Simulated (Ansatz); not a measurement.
Zinc-blende HgSe, treated with PBEsol+SOC (PAW; Ansatz, a program for electronic structure).

Run with plane-wave cutoff 520 eV, 10×10×10 k mesh, Fermi–Dirac smearing 0.01 eV, PAW data made under PBE.

Cell (relaxed at this level):

```
CELL_PARAMETERS angstrom
      0.00000     3.05527     3.05527
      3.05527     0.00000     3.05527
      3.05527     3.05527     0.00000
ATOMIC_POSITIONS crystal
  Hg 0.00000 0.00000 0.00000
  Se 0.25000 0.25000 0.25000
```

### Question
Estimate the bulk modulus B0 and pressure derivative B′ of the bulk modulus that the calculation returns.

### Answer

* **bulk modulus B0**: 53.1 GPa
* **pressure derivative B′ of the bulk modulus**: 5.0

The run finds no gap.

Measured, for comparison: bulk modulus 50 GPa (temperature not stated, no zero-point or thermal correction, our sources range from 48.5 to 51.6; as tabulated in Toher et al. (2017), arXiv:1611.05714). Computed (rounded) less measured: bulk modulus +6 % (+3 % to +9 % over the range). A static lattice is as a rule a little smaller and stiffer than an uncorrected measurement, which narrows the difference in the bulk modulus and would widen misses of the other sign.
